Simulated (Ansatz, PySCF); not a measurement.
This PySCF input computes a SVWN5/def2-TZVPD energy:

```python
from pyscf import gto, scf, dft

mol = gto.M(
    atom='''
    C    -0.00000000   -0.00000000   -0.16050164
    H     0.00000000    0.00000000    0.96300985
    ''',
    basis='def2-tzvpd',
    charge=0,
    spin=1,
    symmetry='C2v',
    verbose=4,
)

mf = dft.UKS(mol, xc='svwn').density_fit(auxbasis='def2-universal-jkfit')
mf.grids.level = 3
mf.conv_tol = 1e-9
mf.max_cycle = 100
mf.max_memory = 1500
mf.kernel()
if not mf.converged:
    mf = mf.newton()
    mf.kernel(mf.make_rdm1())
mf.analyze()
```

Question: Write an input for the same energy in Ansatz (a quantum-chemistry and plane-wave program) and say what it gives.

Answer: 
Ansatz 0.2 input:
```yaml
crystal:
  periodic: [false, false, false]
  atoms:
    - {symbol: C, position_ang: [-0.00000000, -0.00000000, -0.16050164]}
    - {symbol: H, position_ang: [0.00000000, 0.00000000, 0.96300985]}
basis:
  gaussian:
    orbitals: def2-TZVPD
hamiltonian:
  xc: {name: SVWN5}
magnetization: {spin_polarized: true, initial_magnetization: 1}
output: {forces: true}
```
It gives -38.09263 Eh, and PySCF -38.09265 Eh, a difference of 0.02 mEh, from the treatment of integrals and grids.
